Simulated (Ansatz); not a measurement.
## Scan of [H···H···Br], doublet

Starting geometry:

```xyz
3

H     0.0000    0.0000   -1.1120
H     0.0000    0.0000   -0.3670
Br    0.0000    0.0000    1.4790
```

From there H2 is moved from one fragment to the other while all else, the fragments' distance too, stays fixed; atoms are numbered as listed. Energies are in kcal/mol, counted from the starting geometry at the same level.

Basis cc-pVDZ; Ansatz 0.2.0. Correlated methods freeze the noble-gas cores and the filled d shells of p-block atoms. Prefix R: restricted or restricted open-shell reference; prefix U: unrestricted. Active spaces: valence = (9e, 6o) chosen from the atoms' valence shells. No spin–orbit coupling is included, and no scalar relativity.

For open shells CISD is restricted-active-space CI with the open shells as a complete middle space. Runs in a small pair space aren't shown, since their orbitals change along the scan.

Full CI is exact within this basis and frozen core; it isn't the basis-set limit. The frozen core follows each run's orbitals, which can shift R against U totals by a few meV for light atoms and by up to 0.1 eV past Ca.

| distance H1-H2 (Å) | full CI | unpaired electrons (full CI) | error CISD | error RCCSDT(Q) | error UCCSDT(Q) | error CASSCF (valence space) | error MRCISD (valence space) | error MRCISD+Q (valence space) |
| --- | --- | --- | --- | --- | --- | --- | --- | --- |
| 0.693 | 1.7 | 1.02 | -0.3 | 0.0 | 0.0 | -0.3 | -0.1 | 0.0 |
| 0.745 | 0.0 | 1.02 | 0.0 | 0.0 | 0.0 | 0.0 | 0.0 | 0.0 |
| 0.790 | 0.2 | 1.03 | 0.3 | 0.0 | 0.0 | 0.3 | 0.1 | 0.0 |
| 0.835 | 1.4 | 1.03 | 0.6 | 0.0 | 0.0 | 0.5 | 0.1 | 0.0 |
| 0.880 | 3.1 | 1.03 | 0.9 | 0.0 | 0.0 | 0.7 | 0.1 | 0.1 |
| 0.926 | 4.9 | 1.03 | 1.1 | 0.0 | 0.0 | 0.8 | 0.2 | 0.1 |
| 0.971 | 6.6 | 1.04 | 1.1 | 0.0 | 0.0 | 0.8 | 0.2 | 0.1 |
| 1.016 | 7.9 | 1.04 | 1.2 | 0.0 | 0.0 | 0.7 | 0.2 | 0.1 |
| 1.061 | 9.0 | 1.04 | 1.1 | 0.0 | 0.0 | 0.5 | 0.2 | 0.2 |

Unpaired electrons are Σ n²(2−n)² over natural occupations. Errors are those of relative energies. In total energy the starting point itself misses full CI by: CISD 5.6, RCCSDT(Q) 0.0, UCCSDT(Q) 0.0, CASSCF (valence space) 84.5, MRCISD (valence space) 4.4, MRCISD+Q (valence space) -0.2 kcal/mol.

Spread of the error over the points with a reference, to 1.061 Å (largest less smallest): RCCSDT(Q) 0.0, UCCSDT(Q) 0.0, MRCISD+Q (valence space) 0.2, MRCISD (valence space) 0.3, CASSCF (valence space) 1.1, CISD 1.5 kcal/mol.
